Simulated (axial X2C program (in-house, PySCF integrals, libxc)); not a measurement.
Nuclear properties of SiSH

Calculated with an axial X2C code built on PySCF integrals: two-component X2C with atomic mean-field Coulomb and Gaunt terms, Gaussian nuclei, basis Si dyall-v3z, S dyall-av3z, H dyall-v3z with contracted cores.

Si–S–H held linear, with bonds 2.111 and 1.344 Å (near the PBE0 minimum at charge 0 of the determinant lowest at the starting distance; the state shown can have its own minimum elsewhere, held linear; other orders of the atoms were not compared).

Determinant lowest in the PBE0 search, Ω = 1/2 (⟨Sz⟩ = -0.50, ⟨Lz⟩ = 1.00 at PBE0), spin on the atoms Si -0.49, S -0.02, H 0.01:

```
level  Eeff magnitude (GV/cm)  Ws magnitude Si (kHz)  Ws magnitude S (kHz)  A∥/gI Si (MHz)  qzz Si (a.u.)  A∥/gI S (MHz)  qzz S (a.u.)  A∥/gI H (MHz)  qzz H (a.u.)  μ (D)
 PBE0                   0.011                0.00761              0.000738             560           0.29            211          1.89           7.54          0.24   0.22
   HF                  0.0249                 0.0216               0.00276             515           0.22            125          1.85           7.56          0.24   0.00
B3LYP                 0.00599                0.00456              9.75e-05             544           0.34            209          1.93           7.13          0.23   0.13
```

Determinant 0.03 eV from it at PBE0 and this distance, Ω = 3/2 (⟨Sz⟩ = 0.50, ⟨Lz⟩ = 1.00 at PBE0), spin on the atoms Si 0.49, S 0.02, H -0.01:

```
level  Eeff magnitude (GV/cm)  Ws magnitude Si (kHz)  Ws magnitude S (kHz)  A∥/gI Si (MHz)  qzz Si (a.u.)  A∥/gI S (MHz)  qzz S (a.u.)  A∥/gI H (MHz)  qzz H (a.u.)  μ (D)
 PBE0                  0.0177                0.00301               0.00157            84.6           0.28           58.3          1.89          0.305          0.24   0.22
   HF                  0.0387                0.00843               0.00147             117           0.21             69          1.85          -0.02          0.24   0.00
B3LYP                  0.0133                0.00203               0.00141            99.8           0.33           57.6          1.93          0.345          0.23   0.13
```

Eeff is the effective electric field on the electron electric dipole moment in this Ω state and Ws the scalar–pseudoscalar constant of the nucleus named (defined with the proton number Z and per Ω); A∥ (defined per Ω) follows by multiplying with gI = μI/(I μN); qzz is the electric field gradient, eQq0 = 234.96 MHz × Q/barn × qzz; μ is positive if the H end (last atom) is positive. The operators were transformed with the bare-nucleus X2C matrices; with these basis sets, hyperfine constants and field gradients can be off by tens of per cent, and where levels differ in sign neither size nor sign is settled.

(1) With gI(29Si) = -1.1106, gI(33S) = 0.4292, Q(33S) = -0.0694 barn, gI(1H) = 5.5857 (g factors from the IAEA table of nuclear moments by Stone; Q from Pyykkö, Mol. Phys. 2018), turn the PBE0 values of the first state into constants in MHz.

The molecule was held linear; bending was not examined, so a bent shape may lie lower. Hydrosulfides and their kin are strongly bent in nature, so this linear model does not describe the real molecule.

Each state is one determinant with collinear spin. Unrestricted Hartree–Fock can overshoot spin polarisation at the nuclei. Where Eeff spreads by more than a factor of two the levels disagree and none is to be relied on. The search compared states at one distance, so a state with another bond length can lie lower. The sign of Ws at S differs between levels in the first state. PBE0 term energies can be off by some tenths of an eV.

Results:

(1) A∥(29Si) = 560 × -1.1106 = -622 MHz; A∥(33S) = 211 × 0.4292 = 90.6 MHz; eQq0(33S) = 234.96 × (-0.0694) × (1.89) = -30.8 MHz; A∥(1H) = 7.54 × 5.5857 = 42.1 MHz.
